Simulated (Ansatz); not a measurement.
# Relative stability

The two ends of one reaction step of SiH₅O, doublet (PBE0-D4/def2-TZVP).

A:

```xyz
7
angstrom
H -0.6297 -1.5112 -0.0507
O -0.2295 -1.0833 0.7070
Si 0.3349 0.4519 0.5071
H -1.0140 -0.6179 -2.5590
H -0.7503 1.3904 0.1086
H 0.8899 0.8534 1.8198
H 1.3988 0.5167 -0.5327
```

B:

```tsv
atom	x (Å)	y (Å)	z (Å)
H1	-1.0454	-1.5131	-1.4437
O2	-0.1468	-0.9702	0.8303
Si3	0.4304	0.5747	0.6601
H4	-1.0784	-1.1257	-2.0825
H5	-0.6391	1.5479	0.3220
H6	0.9428	0.8229	2.0405
H7	1.5366	0.6636	-0.3267
```

Ansatz 0.2.0; basis: def2-TZVPP; cores frozen in the correlated methods; orbitals are unrestricted. B3LYP uses VWN-RPA correlation.

**Question.** Which structure is lower at CCSD(T), and by how much? (An estimate is asked for; the value comes from the calculation.)

**Answer.** The calculation gives: A, by 64.2 kJ/mol (electronic energy, against the other). By their contacts, A is a complex of SiH₄O ([OH][SiH3]) + H and B is a complex of SiH₃O ([O][SiH3]) + H₂.

All methods give the same order:

```
      method  E(B) − E(A) (kJ/mol)
       SPW92                  85.7
      PBE-D4                  59.1
     BLYP-D4                  35.7
   r2SCAN-D4                  49.8
      B97M-V                  47.8
     PBE0-D4                  64.9
    B3LYP-D4                  44.3
  r2SCAN0-D4                  51.7
    BHLYP-D4                  41.7
CAM-B3LYP-D4                  55.9
     wB97X-V                  59.4
     wB97M-V                  60.2
      B2PLYP                  61.7
    PBE-QIDH                  78.6
  RPA on PBE                  48.8
          HF                  29.9
         MP2                 106.8
        CCSD                  59.1
     CCSD(T)                  64.2
```

T1 diagnostic: at most 0.020. ⟨S²⟩ of the unrestricted Hartree–Fock references: 0.75 to 0.76 (a pure state has 0.75).

Labels in which every atom is bracketed show which atoms are joined, not bond orders.

For scale, one of the runs: CCSD(T)/def2-TZVPP, 143 basis functions, launched by `ansatz run in.yaml --threads 2 --pin off --events-out ev --progress --plain --max-ram 4352MiB`. The run took 26 s on 2 CPU threads of an Intel Xeon Platinum 8488C (shared host), with 1.9 GiB of host memory at its peak.
